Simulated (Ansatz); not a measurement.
**Abstraction of F: C2H2F4 + CH3Mg → C2H2F3 + Mg(CH3)F**

Gas-phase species: C2H2F4 (norflurane) `FCC(F)(F)F`, singlet; CH3Mg `[CH3][Mg]`, doublet; C2H2F3 `[CH2]C(F)(F)F`, doublet; Mg(CH3)F, singlet. A radical takes F: the energy is the difference in strength between the C–F bond broken and the Mg–F bond made.

Shapes, held fixed at every level: PBE0-D4/def2-TZVP. Programs: Ansatz 0.2.0. The zero-point and thermal change to 298 K, harmonic and unscaled (PBE0-D4/def2-TZVP), is -10.5 kJ/mol.

```
               level                    kind  ΔH(298 K) (kJ/mol)  less CCSD(T)/def2-TZVPP
      MP2/def2-TZVPP     perturbation theory              -132.6                     -2.9
    SPW92/def2-TZVPP                     LDA               -86.7                    +43.0
r2SCAN-D4/def2-TZVPP                meta-GGA              -139.2                     -9.5
 B3LYP-D4/def2-TZVPP           global hybrid              -131.9                     -2.2
  wB97M-V/def2-TZVPP  range-separated hybrid              -134.5                     -4.8
  wB97X-V/def2-TZVPP  range-separated hybrid              -131.0                     -1.3
     CCSD/def2-TZVPP   coupled cluster or CI              -133.8                     -4.1
  CCSD(T)/def2-TZVPP   coupled cluster or CI              -129.7                      0.0
```

The highest level, CCSD(T)/def2-TZVPP, gives ΔH(298 K) = -129.7 kJ/mol; the levels span -139.2 to -86.7. The column of differences is taken from that level and isn't an error. No measured value is set beside it here. Open shells run unrestricted. Outer-core shells of Mg are correlated, in sets that cover them unevenly. Sets without diffuse functions underbind ionic bonds of s-block metals.
